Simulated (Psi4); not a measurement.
# DSD-PBEP86/aug-cc-pVDZ (density fitting for correlation) run of COF2 (carbonyl fluoride)

What is the vertical singlet–triplet gap of COF2 (carbonyl fluoride) at DSD-PBEP86/aug-cc-pVDZ (density fitting for correlation)? 

Program for the calculation: Psi4 1.11.

2 further runs of the same task are left out: 2 that didn't finish.

## (1) Starting point

COF2: 4 atoms, total charge 0, spin state singlet. SMILES: `O=C(F)F`. The coordinates come from a PBE0-D4/def2-TZVP relaxation.

Bond lengths: O1–C2 1.169 Å, C2–F3 1.309 Å, C2–F4 1.309 Å. Angles: O1–C2–F3 126.1°, O1–C2–F4 126.1°, F3–C2–F4 107.8°.

## (2) The energy at DSD-PBEP86/aug-cc-pVDZ (density fitting for correlation)

run_ase.py

```python
import numpy as np
from ase.calculators.psi4 import Psi4
from ase import Atoms

atoms = Atoms(['O', 'C', 'F', 'F'], positions=[
    [-1.242660, -0.157400, 0.153910],
    [-0.091830, -0.011630, 0.011370],
    [0.845490, -0.826670, 0.424670],
    [0.488990, 0.995700, -0.589960],
])
calc = Psi4(atoms=atoms, method='dsd-pbep86', basis='aug-cc-pVDZ', memory='2200MB', num_threads=1, charge=0, multiplicity=1, label='psi4-calc')
calc.psi4.set_options({'puream': True, 'e_convergence': 1e-09, 'd_convergence': 1e-08, 'scf_type': 'pk', 'dft_radial_points': 99, 'dft_spherical_points': 590, 'num_frozen_docc': 4})
atoms.calc = calc

print(f'energy: {atoms.get_potential_energy():.6f} eV')
```

Command:

```bash
$ python run_ase.py
```

psi4-calc.dat:

```text
[...]
  Running in c1 symmetry.
[...]
  Nuclear repulsion =  120.136422940772235
[...]
  Multiplicity = 1
[...]
  Nalpha       = 16
  Nbeta        = 16
[...]
    Number of basis functions: 92
[...]
   @RKS iter   1:  -312.05443985017496   -3.83954e-01   6.50881e-03 DIIS/ADIIS
[...]
   @RKS iter  11:  -312.18494929477589   -4.09273e-12   4.09065e-09 DIIS
[...]
    Orbital Energies [Eh]
    ---------------------
    Doubly Occupied:
       1A    -25.841608     2A    -25.841587     3A    -20.134607
       4A    -11.163663     5A     -1.632883     6A     -1.556475
       7A     -1.369285     8A     -0.881029     9A     -0.795786
      10A     -0.744824    11A     -0.726956    12A     -0.649350
      13A     -0.635900    14A     -0.628132    15A     -0.526086
      16A     -0.496582
[...]
  @RKS Final Energy:  -312.18494929477589
   => Energetics <=
    Nuclear Repulsion Energy =            120.1364229407722348
    One-Electron Energy =                -670.3086299014177030
    Two-Electron Energy =                 247.9074504235310314
    DFT Exchange-Correlation Energy =      -9.9201927576614963
    Empirical Dispersion Energy =           0.0000000000000000
    VV10 Nonlocal Energy =                  0.0000000000000000
    Total Energy =                       -312.1849492947758904
[...]
 Multipole Moments:
 ------------------------------------------------------------------------------------
     Multipole            Electronic (a.u.)      Nuclear  (a.u.)        Total (a.u.)
 ------------------------------------------------------------------------------------
 L = 1.  Multiply by 2.5417464519 to convert [e a0] to [Debye]
 Dipole X            :          1.5830912           -1.1401014            0.4429899
 Dipole Y            :          0.2005281           -0.1444089            0.0561192
 Dipole Z            :         -0.1960823            0.1412094           -0.0548729
 Magnitude           :                                                    0.4498893
[...]
```

On the terminal:

```text
energy: -8505.237284 eV
```

Run time: 14 s. Hardware: 1 thread of Intel Xeon Platinum 8259CL at 2.50GHz (Skylake/Cascade Lake), shared host; peak memory 0.96 GiB.

## (3) The triplet, same level

cf2o.py

```python
import psi4

psi4.set_memory('2200 MB')
psi4.set_num_threads(1)
psi4.core.set_output_file('output.dat', False)

geom = psi4.geometry("""
0 3
O
C 1 1.16875
F 2 1.309074 1 126.07761
F 2 1.30907 1 126.07782 3 -179.99993
symmetry c1
no_reorient
no_com
""")

options = {'basis': 'aug-cc-pVDZ', 'reference': 'uks', 'puream': True, 'e_convergence': 1e-09, 'd_convergence': 1e-08, 'scf_type': 'pk', 'dft_radial_points': 99, 'dft_spherical_points': 590, 'num_frozen_docc': 4, 'maxiter': 100}
psi4.set_options(options)

result, w = psi4.energy("DSD-PBEP86", molecule=geom, return_wfn=True)
print('E =', round(result, 9))
```

Command:

```bash
$ python cf2o.py
```

output.dat:

```text
[...]
  Running in c1 symmetry.
[...]
  Nuclear repulsion =  120.136421101656310
[...]
  Multiplicity = 3
[...]
  Nalpha       = 17
  Nbeta        = 15
[...]
    Number of basis functions: 92
[...]
   @UKS iter   1:  -311.87899986894570   -2.08515e-01   3.52200e-03 DIIS/ADIIS
[...]
   @UKS iter  13:  -311.96043647287070   -1.13687e-11   6.73919e-09 DIIS
[...]
   @S^2 Observed:                2.011542353E+00
[...]
    Orbital Energies [Eh]
    ---------------------
    Alpha Occupied:
       1A    -25.806706     2A    -25.806691     3A    -20.236537
       4A    -11.046294     5A     -1.604244     6A     -1.522547
       7A     -1.468846     8A     -0.867467     9A     -0.798602
      10A     -0.765405    11A     -0.763970    12A     -0.643970
      13A     -0.638606    14A     -0.636839    15A     -0.630691
      16A     -0.590162    17A     -0.238310
    Alpha Virtual:
      18A      0.042914    19A      0.076607    20A      0.077945
      21A      0.079197    22A      0.182260    23A      0.187404
      24A      0.200661    25A      0.222018    26A      0.247474
[...]
  @UKS Final Energy:  -311.96043647287070
   => Energetics <=
    Nuclear Repulsion Energy =            120.1364211016563104
    One-Electron Energy =                -670.4524024048422461
    Two-Electron Energy =                 248.2957657796175681
    DFT Exchange-Correlation Energy =      -9.9402209493023133
    Empirical Dispersion Energy =           0.0000000000000000
    VV10 Nonlocal Energy =                  0.0000000000000000
    Total Energy =                       -311.9604364728706969
[...]
 Multipole Moments:
 ------------------------------------------------------------------------------------
     Multipole            Electronic (a.u.)      Nuclear  (a.u.)        Total (a.u.)
 ------------------------------------------------------------------------------------
 L = 1.  Multiply by 2.5417464519 to convert [e a0] to [Debye]
 Dipole X            :         -0.0000012            0.0000005           -0.0000007
 Dipole Y            :          0.0000045            0.0000024            0.0000070
 Dipole Z            :          0.8176003           -1.1578537           -0.3402534
 Magnitude           :                                                    0.3402534
[...]
```

The script printed:

```text
E = -312.301362212
```

Run time: 20 s. Hardware: 1 thread of Intel Xeon Platinum 8259CL at 2.50GHz (Skylake/Cascade Lake), shared host; peak memory 0.96 GiB.

## (4) Summary of results

Level: DSD-PBEP86/aug-cc-pVDZ (density fitting for correlation), 4 core orbitals frozen.

| quantity | value |
| --- | --- |
| singlet: total energy | -312.56171 Eh |
| singlet: HOMO energy (SCF part's orbitals) | -13.51 eV |
| singlet: LUMO energy (SCF part's orbitals) | 1.18 eV |
| singlet: HOMO–LUMO gap (SCF part's orbitals) | 14.70 eV |
| triplet: total energy | -312.30136 Eh |
| triplet: HOMO energy (SCF part's orbitals) (highest over α and β) | -6.48 eV |
| triplet: LUMO energy (SCF part's orbitals) (lowest over α and β) | -3.17 eV |
| triplet: ⟨S²⟩ | 2.012 |
| vertical energy of the triplet above the singlet | 7.084 eV |

**Reading.** At this shape the triplet lies 7.08 eV (684 kJ/mol) above the singlet.
